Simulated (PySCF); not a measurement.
Species: sulfonium, H3S (charge +1).
InChI=1S/H2S/h1H2/p+1

Method: MP2 and CCSD/aug-cc-pVTZ in PySCF, restricted Hartree–Fock reference, frozen core, non-relativistic, gas phase, PBE0-D3(BJ)/def2-SVP geometry.

E(HF) = -398.99358 Eh.

Q: How large is the problem?

A: 119 basis functions and 18 electrons; 5 orbitals frozen, which leaves o = 4 correlated occupied and v = 110 virtual orbitals. That is o·v = 440 singles and o·v(o·v + 1)/2 = 97020 distinct closed-shell doubles amplitudes before symmetry; the costliest CCSD step grows as o²v⁴ = 2.3 × 10^9.

Q: What are the MP2 and CCSD correlation energies?

A: MP2 -0.1905 Eh and CCSD -0.2174 Eh, which gives totals of -399.18412 and -399.21097 Eh. That is 0.739 eV for each correlated electron at CCSD (571 kJ/mol in all, 0.054 % of the total energy); MP2 gives 87.6 % of the CCSD value.

Q: What is the T1 diagnostic?

A: 0.0108, below the customary warning level of 0.02. It is the norm of the spatial-orbital singles amplitudes over the root of the number of correlated electrons, so the norm is 0.031.

Connected triples and the basis-set limit are missing.

The job also held the EOM ionisation and excitation roots. The run took 2.3 min of wall time on one thread, Arm Neoverse V2, on a shared host.
